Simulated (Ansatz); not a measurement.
**AlH6NSi: vertical ionisation energy**

The task here is to estimate one member of a computed series from the others.

Program: Ansatz 0.2.0, Gaussian basis. Level of theory: unrestricted cation, the program's frozen cores in correlated methods. These are calculated values, not measurements.

Levels to be run: UKS PBE-D4/def2-TZVPP; UKS r2SCAN-D4/def2-TZVPP; UKS PBE0-D4/def2-TZVPP; UKS B3LYP-D4/def2-TZVPP; UKS wB97X-V/def2-TZVPP; UKS wB97M-V/def2-TZVPP; UKS B2PLYP/def2-TZVPP; UHF-MP2/def2-TZVPP; UHF-MP2/def2-QZVPP; then −ε(HOMO) from the neutral's earlier runs with LDA (SPW92), PBE-D4, revPBE-D4, BLYP-D4, r2SCAN-D4, B97M-V, PBE0-D4, B3LYP-D4, r2SCANh-D4, r2SCAN0-D4, HSE06-D4, BHLYP-D4, CAM-B3LYP-D4, LC-ωPBE, ωB97X-V, ωB97M-V.

1 further run of the same task is left out (it didn't finish).

## The relaxed structure

The geometry comes from an earlier relaxation with PBE0-D4 in a triple-zeta def2 set; it is a stationary point, not always the lowest conformer.

SMILES `[AlH2][NH][SiH3]`, 9 atoms, charge 0, spin multiplicity 1.

Atoms are counted from 1 here; the program's logs count them from 0.

Bond lengths: Al1–N2 1.782 Å, Al1–H4 1.580 Å, Al1–H5 1.583 Å, N2–Si3 1.727 Å, N2–H6 1.012 Å, Si3–H7 1.490 Å, Si3–H8 1.485 Å, Si3–H9 1.490 Å. Angles: N2–Al1–H4 118.1°, N2–Al1–H5 117.4°, H4–Al1–H5 124.5°, Al1–N2–Si3 129.3°, Al1–N2–H6 116.1°, Si3–N2–H6 114.6°, N2–Si3–H7 112.2°, N2–Si3–H8 107.4°, N2–Si3–H9 112.2°, H7–Si3–H8 109.0°, H7–Si3–H9 107.1°, H8–Si3–H9 109.0°.

The first run:

File in.yaml:

```yaml
crystal:
  periodic: [false, false, false]
  atoms:
    - {symbol: Al, position_ang: [-0.744372, 0.879581, -1.351800]}
    - {symbol: N, position_ang: [0.325698, 0.550730, 0.035093]}
    - {symbol: Si, position_ang: [0.459878, -0.875611, 0.999152]}
    - {symbol: H, position_ang: [-1.736215, -0.261164, -1.812224]}
    - {symbol: H, position_ang: [-0.632430, 2.302094, -2.037777]}
    - {symbol: H, position_ang: [0.949074, 1.301396, 0.305183]}
    - {symbol: H, position_ang: [1.826873, -1.465949, 0.942145]}
    - {symbol: H, position_ang: [-0.515352, -1.862525, 0.468837]}
    - {symbol: H, position_ang: [0.155248, -0.614854, 2.434291]}
basis:
  gaussian: {orbitals: def2-TZVPP}
total_charge: 1
magnetization: {spin_polarized: true, initial_magnetization: 1}
hamiltonian: {xc: pbe, dispersion: d4}
```

On the command line:

```
$ ansatz run in.yaml --threads 2 --pin off --events-out ev --progress --plain --max-ram 4352MiB
```

Steps of the session up to this table: Cation, UKS PBE-D4/def2-TZVPP; Cation, UKS r2SCAN-D4/def2-TZVPP; Cation, UKS PBE0-D4/def2-TZVPP; Cation, UKS B3LYP-D4/def2-TZVPP; Cation, UKS wB97X-V/def2-TZVPP; Cation, UKS wB97M-V/def2-TZVPP; Cation, UKS B2PLYP (frozen core)/def2-TZVPP; Cation, UHF-MP2/def2-TZVPP; Cation, UHF-MP2/def2-QZVPP.

One of the session's tables, all rows but one given; the rest of the session is left out.

It belongs to the step «Ionisation energies side by side». Orbital estimates, from the neutral's runs:

| functional | −ε(HOMO) (eV) |
| --- | --- |
| LDA (SPW92) | 6.62 |
| PBE-D4 | 6.49 |
| revPBE-D4 | 6.44 |
| BLYP-D4 | 6.36 |
| r2SCAN-D4 | 6.77 |
| B97M-V | 6.90 |
| PBE0-D4 | 7.76 |
| B3LYP-D4 | 7.54 |
| r2SCANh-D4 | 7.24 |
| r2SCAN0-D4 | 7.96 |
| HSE06-D4 | 7.36 |
| BHLYP-D4 | 8.96 |
| CAM-B3LYP-D4 | 9.14 |
| LC-ωPBE | 10.53 |
| ωB97X-V | 10.17 |
| ωB97M-V | ? |

Q: Estimate the row for ωB97M-V from the others.

As computed: −ε(HOMO) (eV): 10.06. In the column «−ε(HOMO) (eV)» it lies between CAM-B3LYP-D4 (9.14) and ωB97X-V (10.17).
